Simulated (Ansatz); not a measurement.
Compare A (`CC(=N)C=O`) with its isomer B (`COC1=NC1`).

Gas-phase electronic energies from Ansatz, PBE0-D4/def2-TZVP geometries. CCSD(T)/CBS adds triple-zeta CCSD(T) − MP2 to the extrapolated MP2 energy (def2 sets, frozen cores). Functionals use def2-TZVPP. B3LYP here is the variant with VWN-RPA as its local correlation; programs differ in this. Each species was taken in one conformer, which may not be the lowest.

Question: Which is lower in electronic energy at CCSD(T)/CBS, and by how much? (Estimate.)

Answer: The calculation gave: A, by 37.3 kcal/mol.

Question: Give E(B) − E(A) in kcal/mol with B2PLYP, r2SCAN-D4, LDA (SPW92), CCSD/def2-TZVPP, B3LYP-D4, ωB97M-V, MP2/def2-TZVPP. (Best estimate.)

Answer: Ansatz gave: B2PLYP 37.1, r2SCAN-D4 35.1, LDA (SPW92) 31.4, CCSD/def2-TZVPP 37.4, B3LYP-D4 37.6, ωB97M-V 36.2, MP2/def2-TZVPP 35.2. None reverses the order clearly.

Question: Does the order hold for the free energy at 298.15 K (harmonic terms from PBE0-D4)? (Best estimate.)

Answer: Ansatz gave: Yes: G(B) − G(A) = +38.1 kcal/mol, for one conformer each.

Largest T1 diagnostic: 0.014.

In def2-TZVPP, CCSD(T) changes the Hartree–Fock value by −2.1 kcal/mol (the triples alone add −0.1 kcal/mol) and MP2 by −4.1 kcal/mol. At CCSD(T), def2-SVP lies +2.1 kcal/mol from the extrapolated value and def2-TZVPP −0.0 kcal/mol.
